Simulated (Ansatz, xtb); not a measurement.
# H2MgS2: which of two structures lies lower

Structure a is a singlet given by its coordinates and structure b is `[SH][Mg][SH]`, a singlet. Both are isolated molecules in the gas phase, relaxed with PBE0-D4/def2-SVP.

a (Å):

```xyz
5

Mg   -1.0539    0.1395   -0.5151
S     1.1511    0.0046   -1.3272
S     1.2506    0.4455    0.7607
H    -2.7177    0.1408   -0.2242
H     1.4197   -0.8042    1.2642
```

Close contacts (Å): Mg1–S2 2.35, Mg1–S3 2.65, S2–S3 2.14, Mg1–H4 1.69, S3–H5 1.36.

b (Å):

```yaml
atoms:
  - { symbol: Mg, position_ang: [-0.4474, 0.1401, 0.2586] }
  - { symbol: S, position_ang: [-2.6302, -0.0528, -0.4598] }
  - { symbol: S, position_ang: [1.7163, 0.3701, 1.0227] }
  - { symbol: H, position_ang: [-2.2951, 0.1162, -1.7599] }
  - { symbol: H, position_ang: [1.9803, -0.9510, 0.8955] }
```

Quicker runs give these differences E(b) − E(a): GFN2-xTB −4.8 kcal/mol; HF/STO-3G −36.5 kcal/mol (at GFN2-xTB geometries); r2SCAN-D4/def2-SVP −48.0 kcal/mol (at GFN2-xTB geometries).

Task: Estimate E(b) − E(a) at the level CCSD(T)/def2-TZVP.

Result: Calculated at CCSD(T)/def2-TZVP: E(b) − E(a) = −38.2 kcal/mol, so structure b lies lower.

Level by level:

```
             level          geometry  E(b) − E(a) (kcal/mol)  departure from the last row (kcal/mol)  job, with rough time for the two
          GFN2-xTB          GFN2-xTB                      −4.8                                   +33.4              optimisation, 0.32 s
         HF/STO-3G          GFN2-xTB                     −36.5                                    +1.7               single point, 0.2 s
r2SCAN-D4/def2-SVP          GFN2-xTB                     −48.0                                    −9.8               single point, 2.5 s
  PBE0-D4/def2-SVP  PBE0-D4/def2-SVP                     −39.3                                    −1.1                optimisation, 26 s
      HF/def2-TZVP  PBE0-D4/def2-SVP                     −41.4                                    −3.1           part of the CCSD(T) run
     MP2/def2-TZVP  PBE0-D4/def2-SVP                     −39.3                                    −1.0           part of the CCSD(T) run
 CCSD(T)/def2-TZVP  PBE0-D4/def2-SVP                     −38.2                                                        single point, 20 s
```

None of the levels shown reverses the order. The largest departure from CCSD(T)/def2-TZVP is that of GFN2-xTB, 33.4 kcal/mol.

With harmonic frequencies from PBE0-D4/def2-SVP (ideal gas, rigid rotor, one conformer each, 298.15 K, 1 atm): the zero-point term adds +0.5 kcal/mol; ΔH is −37.1 and ΔG −38.1 kcal/mol.

The correlated steps freeze 11 core orbitals; the last core shell of Mg is correlated, in a basis made for valence electrons. Run with Ansatz 0.2.0, xtb 6.7.1; the last row on 2 threads of Arm Neoverse V1 on a shared host.
